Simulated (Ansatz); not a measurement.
Geometry optimisation, RKS PBE/def2-SVP (Ansatz 0.2.0).

Input file:

```yaml
crystal:
  periodic: [false, false, false]
  atoms:
    - { symbol: O, position_ang: [-1.3688, -0.4272, 0.1542] }
    - { symbol: Si, position_ang: [-0.0567, 0.5499, 0.2015] }
    - { symbol: S, position_ang: [1.4277, -0.5475, -0.8303] }
    - { symbol: H, position_ang: [-1.5629, -0.7165, -0.7404] }
    - { symbol: H, position_ang: [-0.3053, 1.8167, -0.5271] }
    - { symbol: H, position_ang: [0.3513, 0.7894, 1.6066] }
    - { symbol: H, position_ang: [1.5759, -1.5329, 0.0898] }
basis:
  gaussian: { orbitals: def2-SVP }
hamiltonian:
  xc: pbe
relax:
  f_tol: 0.015
  max_steps: 40
```

Launched with:

```bash
$ ansatz run input.yaml --threads 1 --pin off --max-ram 2048MiB --backend cpu --events-out ev --progress --plain --runs-dir out
```

Task: Where does it end, and by what steps?

Result: The forces met the threshold. After 7 steps the energy has fallen by 0.187 eV; H4 moved furthest, 0.23 Å.

```csv
step,energy less start (eV),largest force component (eV/Å),accepted
0,0.0000,1.300,yes
1,-0.1097,0.871,yes
2,-0.1771,0.222,yes
3,-0.1804,0.150,yes
4,-0.1833,0.079,yes
5,-0.1859,0.042,yes
6,-0.1864,0.023,yes
7,-0.1867,0.003,yes
```

```xyz
7
Properties=species:S:1:pos:R:3
O -1.462 -0.412 0.206
Si -0.049 0.494 0.175
S 1.598 -0.475 -0.838
H -1.783 -0.694 -0.670
H -0.183 1.779 -0.595
H 0.253 0.741 1.619
H 1.688 -1.501 0.056
```

Whether the end is a true minimum wasn't checked by a vibrational analysis.

Time of the run: 14 s on 1 CPU thread of a shared host.
